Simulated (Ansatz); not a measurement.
System: silane, SiH4, charge 0, multiplicity 1. 
Coordinates optimised at B3LYP-D3(BJ)/def2-TZVP (Ansatz, an electronic-structure program):
SMILES: [SiH4]
```xyz
5

Si     0.0000     0.0000     0.0000
H      0.8756     0.8547     0.8331
H     -0.8222    -0.8655     0.8753
H     -0.8862     0.8545    -0.8220
H      0.8328    -0.8437    -0.8864
```
Charge 0, spin multiplicity 1.

Basis-set convergence of Hartree-Fock and MP2 correlation energies (hartree) with Ansatz. Valence correlation only, unless marked. No spin-orbit coupling. No relativistic terms.

```
basis            functions       E(HF)  E(corr, MP2)
---------------  ---------  ----------  ------------
aug-cc-pV(D+d)Z         68  -291.25033      -0.12149
aug-cc-pV(T+d)Z        147         [?]           [?]
```

Complete the blanks.


- aug-cc-pV(T+d)Z, E(HF): -291.26381
- aug-cc-pV(T+d)Z, E(corr, MP2): -0.14557
